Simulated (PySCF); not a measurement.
Species: nitrogen trifluoride, NF3.
Geometry (PBE0-D3(BJ)/def2-SVP, Å), atoms numbered from 1 in this order:
```xyz
4
NF3 angstrom
F     -0.5514    1.0728   -0.1658
N      0.0076   -0.0031    0.4329
F     -0.6444   -1.0331   -0.1513
F      1.2262   -0.0619   -0.1488
```

Computed with PySCF at PBE0/pcSseg-1 and B3LYP/def2-SVPD, non-relativistic, on one gas-phase PBE0-D3(BJ)/def2-SVP geometry that isn't relaxed in the solvent. The solvent is an IEF-PCM continuum (Bondi radii, 1.10 Å for H, scaled by 1.2). The model holds no explicit solvent molecules, cavitation or dispersion.

Gas phase at PBE0/pcSseg-1: HOMO -10.10 eV, LUMO 1.13 eV, dipole 0.13 D.

Task: What does the continuum do to the energy, the frontier levels and the dipole at PBE0/pcSseg-1 in tetrahydrofuran and water?

Result: 
```
        solvent      ε  E(solvent) − E(gas) (kcal/mol)  polarisation term (kcal/mol)  distortion of the solute (kcal/mol)  HOMO (eV)  LUMO (eV)  dipole (D)
tetrahydrofuran  7.426                           -0.33                         -0.33                                 0.00     -10.03       1.21        0.15
          water  78.36                           -0.41                         -0.42                                 0.01     -10.02       1.22        0.15
```

The first energy column is the sum of the next two and covers electrostatics alone. From tetrahydrofuran to water the lowering changes by a factor 1.26, Onsager's factor (ε − 1)/(2ε + 1) by 1.21 and ε itself by 10.6.

Task: Which Mulliken charges (PBE0/pcSseg-1) respond most in tetrahydrofuran (means over atoms taken as equivalent)?

Result: 
```json
{"atoms": "N2", "environment": "nitrogen bonded to 3 F", "gas (e)": "+0.604", "solvent (e)": "+0.610", "change": "+0.006"}
{"atoms": "F1/F3/F4", "environment": "fluorine bonded to N", "gas (e)": "-0.201", "solvent (e)": "-0.203", "change": "-0.002"}
```

Gas phase at B3LYP/def2-SVPD: HOMO -10.02 eV, LUMO 0.24 eV, dipole 0.13 D.

Task: What does the continuum do to the energy, the frontier levels and the dipole at B3LYP/def2-SVPD in tetrahydrofuran?

Result: 
```csv
solvent,ε,E(solvent) − E(gas) (kcal/mol),polarisation term (kcal/mol),distortion of the solute (kcal/mol),HOMO (eV),LUMO (eV),dipole (D)
tetrahydrofuran,7.426,-0.30,-0.31,0.01,-9.93,0.33,0.16
```

Task: How does the static polarisability (B3LYP/def2-SVPD, frozen core, with the continuum's full static response) change?

Result: 
```csv
medium,isotropic (au),principal values (au),⟨r²⟩ of the electrons (bohr²)
gas,18.0,"14.2, 19.8, 19.8",195.6
tetrahydrofuran,20.8,"16.4, 23.0, 23.0",195.6
```

The isotropic value in tetrahydrofuran is 1.16 times the gas-phase one; no cavity-field correction is applied. ⟨r²⟩ is taken about the centre of nuclear charge.
